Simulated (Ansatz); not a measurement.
CF3+ (`F[C+](F)F`), relaxed with RKS PBE0-D4/def2-TZVP in Ansatz 0.2.0 from a GFN2-xTB geometry. The force threshold is 0.005 eV/Å; the program also tests the step.

The species carries charge 1 and has multiplicity 1.

Start:

```xyz
4

F     0.617   -0.934    0.525
C     0.000    0.001    0.002
F     0.588    1.054   -0.272
F    -1.204   -0.121   -0.256
```

| step | energy (eV) | largest force (eV/Å) | largest move (Å) |
| --- | --- | --- | --- |
| 1 | -9171.9628 | 0.532 | 0.000 |
| 2 | -9171.9650 | 0.356 | 0.016 |
| 3 | -9171.9695 | 0.007 | 0.013 |
| 4 | -9171.9695 | 0.006 | 0.000 |
| 5 | -9171.9695 | 0.000 | 0.000 |

End:

```xyz
4

F     0.613   -0.929    0.523
C     0.000    0.000    0.000
F     0.584    1.048   -0.269
F    -1.197   -0.120   -0.254
```

It took 12 s on 2 threads of a server CPU on a shared host, with 0.19 GiB of host memory at the peak.
